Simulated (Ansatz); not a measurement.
System: C4H4N (charge -1, singlet). It need not be the lowest isomer of its formula. Whether it binds its extra electron was not tested at this geometry. 
Structure (B3LYP-D3(BJ)/def2-TZVP (Ansatz, a program for electronic structure) minimum search):
```
C
H 1 1.0832
C 1 1.3997 2 127.29
N 3 1.3600 1 112.04 2 180.00
C 4 1.3600 3 105.12 1 0.00
H 3 1.0855 4 120.63 5 -180.00
H 5 1.0855 4 120.63 3 -180.00
C 5 1.3997 7 127.34 4 -180.00
H 8 1.0832 5 127.29 7 0.00
```
Charge -1, spin multiplicity 1.

Parts of the frozen-core correlation energy in 6-31G (Ansatz, hartree). Frozen orbitals: 5; correlated occupied orbitals by spin: 13 and 13; virtual: 35 and 35. Spin-orbit coupling is left out. No relativistic terms.

```tsv
term	value
reference (HF)	-208.11302
MP2 opposite-spin	-0.34571
MP2 same-spin	?
CCSD correlation	?
(T)	?
T1 diagnostic	0.010
largest doubles amplitude	0.064
```

Q: Fill in the missing entries.

A: 
- MP2 same-spin, value: -0.11927
- CCSD correlation, value: -0.49110
- (T), value: -0.01822
